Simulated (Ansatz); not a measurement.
# AlH2SF (SMILES [F][AlH][SH]): the energy, rung by rung

AlH2SF has 5 atoms, charge 0, and is taken as a singlet. As SMILES, `[F][AlH][SH]`. The shape is that of a PBE0-D4/def2-TZVP optimisation. This is one conformer, not always the lowest.

```xyz
5

F    -1.2035   -1.5358    0.8775
Al   -0.5139   -0.3091    0.0248
S     1.5361    0.1826    0.5335
H    -1.3411    0.4304   -1.0852
H     1.5723    1.1582   -0.3921
```

Each level gives the energy change with the S3–H5 bond stretched from 1.345 to 3.363 Å (eV). The values are calculated.

```tsv
level	kind	program	value (eV)	less FCI/STO-3G	CPU time (all runs)
HF/STO-3G (restricted)	Hartree–Fock	Ansatz	9.77	+5.54	0.17 s
SVWN5/STO-3G (restricted)	LDA	Ansatz	6.70	+2.47	0.89 s
PBE/STO-3G (restricted)	GGA	Ansatz	6.37	+2.14	1.5 s
r2SCAN/STO-3G (restricted)	meta-GGA	Ansatz	6.80	+2.57	2.3 s
B3LYP/STO-3G (restricted)	global hybrid	Ansatz	6.99	+2.76	1.1 s
CAM-B3LYP/STO-3G (restricted)	range-separated hybrid	Ansatz	7.85	+3.62	1.2 s
wB97X/STO-3G (restricted)	range-separated hybrid	Ansatz	8.27	+4.04	4.6 s
B2PLYP/STO-3G (restricted)	double hybrid	Ansatz	6.07	+1.84	1.4 s
CCSD(T)/STO-3G (restricted)	coupled cluster or CI	Ansatz	4.18	-0.05	0.28 s
FCI/STO-3G	exact in the basis	Ansatz	4.23	0.00	23 s
```

FCI/STO-3G is exact within its basis and frozen core, so for wave-function methods in that basis the difference is their error; functionals converge differently with the basis, so for them it is only a difference. Spin-restricted single references rise too steeply as a bond breaks, Hartree–Fock most of all. Perturbation and coupled-cluster corrections on them can overshoot downwards. The first shape isn't each level's own minimum. The values span 4.18 to 9.77 eV. All rows use very small basis sets, so even the best lies far from the true value. CPU times are rough (shared hosts, several kinds of processor): they show what a rung costs within a factor of a few.
